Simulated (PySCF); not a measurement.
**Complex of hydrogen fluoride and PH=O**

A gas-phase complex of hydrogen fluoride and PH=O; neutral, singlet. The structure comes from a short search (a few tight-binding starts) and was relaxed by PBE0-D3(BJ)/def2-SVPD; another way of binding may lie lower. No frequency run checks that it is a minimum.

Parts: 1 = hydrogen fluoride (F), atoms 1–2; 2 = PH=O (O=P), atoms 3–5.

```xyz
5

F     0.003   -0.373   -0.526
H    -0.232    0.206    0.176
O    -0.509    1.300    1.424
P     0.510    2.316    1.879
H    -0.197    2.988    2.970
```
Atoms count from 1 in this order.

| contact | kind (by geometry) | distance (Å) | angle (°) |
| --- | --- | --- | --- |
| H2···O3 | hydrogen bond | 1.683 | 175 |

Interaction energies are complex less parts, with the parts frozen as they stand in it; counterpoise-corrected, in kcal/mol (PySCF). The CCSD(T) estimate is Hartree-Fock/aug-cc-pVTZ, plus the MP2 correlation part extrapolated as X⁻³ from aug-cc-pVDZ and aug-cc-pVTZ, plus CCSD(T) less MP2 in aug-cc-pVDZ; noble-gas cores are frozen. It isn't the exact limit.

Q: How strongly do the parts interact, level by level?

A: 
```csv
level,interaction,superposition error removed
Hartree-Fock/aug-cc-pVTZ,-7.72,-
MP2/aug-cc-pVTZ,-7.36,-0.85
"CCSD(T), estimated basis limit",-7.77,-
```

Q: What holds them together? Decompose the MP2/aug-cc-pVTZ energy: frozen parts, their antisymmetrised product, then relaxation.

A: electrostatic -14.7, Pauli repulsion +13.7, orbital relaxation -6.9, correlation -0.3 kcal/mol, which sum to the value before the counterpoise correction, the first three by Hartree-Fock. Of the attraction, 67 % is electrostatic, 31 % is orbital relaxation, 2 % is correlation.
